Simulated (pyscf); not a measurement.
Structures and frequencies: ωB97X-D3(BJ)/def2-SVP in PySCF.

Q: Estimate the classical barrier height and the reaction energy of H₂P–InH₂ -> PH₃ + InH [singlet] at PBE0-D3(BJ)/def2-TZVP. The step runs on the singlet surface, breaks In–P, H–In and forms H–P; take the reactant's lowest minimum found as zero.

A: ΔE‡ = 1.97 eV, ΔE = +0.59 eV. CCSD(T)/def2-TZVPP + ΔMP2(QZVPP) gives 2.01 eV and +0.49 eV. Zero-point energy shifts the barrier by -0.05 eV. It is a 1,1-elimination, with an imaginary mode of 1161i cm⁻¹. On the product side the descent ends in an adduct with a In–P contact, 0.40 eV under the separated species and 1.99 eV under the saddle at ωB97X-D3(BJ)/def2-TZVP. What is counted as broken (In–P) persists as a longer contact in the product adduct; parting that adduct is a step of its own. At ωB97X-D3(BJ) the barrier from the zero used here is 2.41 eV. This is the saddle that the search found; another between the same sides may lie lower. The CCSD(T) − MP2 part came from Ansatz, without density fitting, on the same reference. The frozen core leaves the outer d or s,p core shells of the metals and heavy elements correlated in the MP2 and CC values, and def2-TZVPP describes them poorly, which can shift differences by a few kcal/mol. Elements past Kr carry the def2 core potentials, without spin-orbit coupling.
